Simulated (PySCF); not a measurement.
How far are cheaper levels from CCSD(T)/CBS for NaO?

PySCF; the state is a doublet (π ↑). The composite is CCSD(T) extrapolated to the basis-set limit from two correlation-consistent sets, with core-valence (CV) and scalar-relativistic (SR) terms as its label shows; it has no spin–orbit coupling and nothing beyond (T). Here it is CCSD(T)/CBS(DT)+CV+SR. It gives Re = 2.059 Å, ωe = 485 cm⁻¹ and De = 2.71 eV to Na + O.

```tsv
level	basis	relativity	Re (Å)	ωe (cm⁻¹)	De (eV)
UHF	jorge-DZP-DKH	spin-free X2C	2.060	511	0.76
UHF	def2-SVPD	no relativity	2.062	506	1.04
UHF-MP2	def2-SVPD	no relativity	2.088	474	2.68
UHF-MP2	x2c-TZVPPall	spin-free X2C	2.045	497	2.53
UHF-SCS-MP2	jorge-DZP-DKH	spin-free X2C	2.078	497	2.18
UHF-CCSD	jorge-DZP-DKH	spin-free X2C	2.077	496	2.12
PBE	pcseg-1	no relativity	2.079	471	2.67
M06-L	def2-SVPD	no relativity	2.064	486	3.24
PBE0	aug-cc-pVDZ	no relativity	2.060	490	2.57
M06-2X	x2c-TZVPPall	spin-free X2C	2.033	517	2.76
```

Question: Give the difference of each row from the composite.

Answer: 

```csv
level,basis,ΔRe (pm),Δωe (%),ΔDe (eV)
UHF,jorge-DZP-DKH,+0.1,+5.4,-1.95
UHF,def2-SVPD,+0.3,+4.3,-1.67
UHF-MP2,def2-SVPD,+2.9,-2.3,-0.03
UHF-MP2,x2c-TZVPPall,-1.4,+2.5,-0.18
UHF-SCS-MP2,jorge-DZP-DKH,+1.9,+2.5,-0.53
UHF-CCSD,jorge-DZP-DKH,+1.8,+2.3,-0.59
PBE,pcseg-1,+2.0,-2.9,-0.04
M06-L,def2-SVPD,+0.5,+0.2,+0.53
PBE0,aug-cc-pVDZ,+0.1,+1.0,-0.14
M06-2X,x2c-TZVPPall,-2.6,+6.6,+0.05
```

Question: Which rows come closest in De?

Answer: UHF-MP2 in def2-SVPD (-0.03 eV); PBE in pcseg-1 (-0.04 eV), counted from the composite.

Correlated steps freeze 2 core orbitals. Correlated levels converge slowly with the basis: in double zeta they bind strong bonds too weakly, by up to about 1 eV, and carry superposition errors of some tenths. The state was picked by a PBE0 search and need not be the measured ground state.
